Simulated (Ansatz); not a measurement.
Process, species as SMILES: Cl (HCl) → Cl atom + H atom
B3LYP-D3(BJ)/def2-TZVP geometries, fixed; electronic energies without zero-point terms.

Basis-set convergence of the bond dissociation energy at B2PLYP with Ansatz (an electronic-structure program). All functions are spherical. Cores are frozen. Open shells are unrestricted. No added dispersion term, no relativity. Functions are those of the species that has most. Reference: the value in aug-cc-pV(5+d)Z, 105.73 kcal/mol, itself unsure by roughly 0.16 kcal/mol (its mean distance from pcseg-4, aug-pcseg-3, aug-cc-pV(Q+d)Z). Deviations are taken from unrounded values.

| basis | functions |
|---|---|
| cc-pV(D+d)Z | 28 |
| aug-cc-pV(D+d)Z | 41 |
| cc-pV(T+d)Z | 53 |
| jun-cc-pV(T+d)Z | 62 |
| aug-cc-pV(T+d)Z | 78 |
| cc-pV(Q+d)Z | 94 |
| aug-cc-pV(Q+d)Z | 135 |
| cc-pV(5+d)Z | 155 |
| aug-cc-pV(5+d)Z | 216 |

### Question
Which is the smallest correlation-consistent set listed that can be trusted to 2 kcal/mol here, that is, within that of the reference together with its larger relatives (same family, alike in diffuse functions; a set with none to test it counts only in the reference's own line)?

### Answer
The smallest set listed that lies within 2 kcal/mol of the reference with all its larger relatives (same family, alike in diffuse functions; a set with none counts only in the reference's own line) is cc-pV(T+d)Z (53 functions, -1.12 kcal/mol off). Value minus reference: cc-pV(D+d)Z -4.28, aug-cc-pV(D+d)Z -2.41, cc-pV(T+d)Z -1.12, jun-cc-pV(T+d)Z -0.71, aug-cc-pV(T+d)Z -0.59, cc-pV(Q+d)Z -0.36, aug-cc-pV(Q+d)Z -0.16, cc-pV(5+d)Z -0.11, aug-cc-pV(5+d)Z 0.00 kcal/mol.
